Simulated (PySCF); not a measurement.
Multinuclear NMR of hydrogen cyanide

Geometry:
```json
{"atom": "C1", "x (Å)": "-0.023", "y (Å)": "-0.002", "z (Å)": "-0.004"}
{"atom": "N2", "x (Å)": "1.115", "y (Å)": "0.020", "z (Å)": "-0.011"}
{"atom": "H3", "x (Å)": "-1.081", "y (Å)": "-0.021", "z (Å)": "0.002"}
```

All values are calculated (PySCF): B3LYP/pcJ-1 coupling constants, GFN2-xTB geometry, NMR shieldings at PBE0/pcSseg-1/GIAO. Non-relativistic, gas phase, one computed conformer.

Predict the 15N NMR data.

Results:


```
atoms       environment  σ (ppm)  δ (ppm)
   N2  nitrile nitrogen    -42.2   -109.2
```

Shieldings were converted by a linear fit to measured shifts: 15N (scatter 6.3 ppm rms vs CH3NO2, solution or neat liquid). Occasional misses reach two or three times the rms, and more in compound classes unlike the fitted ones.

Couplings (the largest are listed; each averaged over equivalent pairs): 1J(C1,N2) = -23.0 Hz, 2J(N2,H3) = -8.2 Hz. Signs are for 15N, whose magnetogyric ratio is negative.

On a 400 MHz spectrometer 15N resonates near 40.5 MHz, so 1 ppm is 40.5 Hz.
